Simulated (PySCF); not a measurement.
Ligands exchanged one at a time, B F-I. Isolated molecules, 0 K electronic values unless said otherwise. Strings in code marks are SMILES.

Method: PBE-D3(BJ)/def2-TZVP // B3LYP-D3(BJ)/def2-TZVP (PySCF). 

| species | S1 oscillator strength | HOMO–LUMO gap (eV) | HOMO (eV) |
|---|---|---|---|
| 0 of 3 F replaced by I (`FB(F)F`) | 0.000 | 9.61 | -10.00 |
| 1 of 3 F replaced by I (`FB(I)F`) | 0.000 | 5.25 | -6.94 |
| 2 of 3 F replaced by I (`FB(I)I`) | 0.000 | (withheld) | -6.57 |
| 3 of 3 F replaced by I (`IB(I)I`) | 0.000 | (withheld) | (withheld) |

Task: Complete the blanks.

Result: 
- 2 of 3 F replaced by I (`FB(I)I`), HOMO–LUMO gap (eV): 3.98
- 3 of 3 F replaced by I (`IB(I)I`), HOMO–LUMO gap (eV): 3.01
- 3 of 3 F replaced by I (`IB(I)I`), HOMO (eV): -6.27
